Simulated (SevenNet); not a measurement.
# CaB6-type LaB₆

Calculation: the machine-learned potential SevenNet-0 (trained on PBE and PBE+U data).

Cell (relaxed at this level):

```
LaB6
1.0
    4.15576     0.00000     0.00000
    0.00000     4.15576     0.00000
    0.00000     0.00000     4.15576
La B
1 6
Direct
  0.00000   0.00000   0.00000
  0.80012   0.50000   0.50000
  0.50000   0.19988   0.50000
  0.50000   0.80012   0.50000
  0.19988   0.50000   0.50000
  0.50000   0.50000   0.80012
  0.50000   0.50000   0.19988
```

For CaB6-type LaB₆, the lattice parameter a is 4.156 Å and the equilibrium volume per atom is 10.25 Å³/atom.

Measured, for comparison: lattice constant a 4.157 Å, equilibrium volume per atom 10.26 Å³/atom (296 K, no zero-point or thermal correction; as tabulated in Tsubota and Kitagawa (2017), doi:10.1038/s41598-017-15766-y). Computed (rounded) less measured: lattice constant a 0.0 %, equilibrium volume per atom -0.1 %.

A machine-learned potential is trained on density-functional data: it inherits that level's misses and adds fitting errors of its own.
